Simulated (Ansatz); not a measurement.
**Worked example: Si2H5O → SiH3 + SiH2O**

Species: Si2H5O `[SiH2]O[SiH3]`, doublet; SiH3 (silyl radical) `[SiH3]`, doublet; SiH2O (oxosilane) `O=[SiH2]`, singlet. 

Shapes, held fixed at every level: PBE0-D4/def2-TZVP. Flexible molecules stand in one conformer, not always the lowest. Programs: Ansatz 0.2.0. The zero-point and thermal change to 298 K, harmonic and unscaled (PBE0-D4/def2-TZVP), is -11.3 kJ/mol.

At CCSD(T)/CBS estimate; 1 Eh = 2625.50 kJ/mol:

| species | energy (Eh) |
| --- | --- |
| Si2H5O | -656.352559 |
| SiH3 | -290.808079 |
| SiH2O | -365.436296 |

Question: Work out ΔH(298 K) of the reaction at this level.

Answer: 
1. Products less reactants: (-290.808079) + (-365.436296) − [(-656.352559)] = 0.108184 Eh = +284.0 kJ/mol.
2. With the thermal change: +284.0 + (-11.3) = +272.7 kJ/mol.

Other levels give +258.1 (MP2/def2-SVP) to +302.3 kJ/mol (HF/def2-TZVPP). No measured value is set beside it here. Open shells run unrestricted unless RO is named. The CBS estimate extrapolates MP2 from def2-TZVPP and def2-QZVPP and adds CCSD(T) − MP2 in the triple-zeta set, cores frozen.
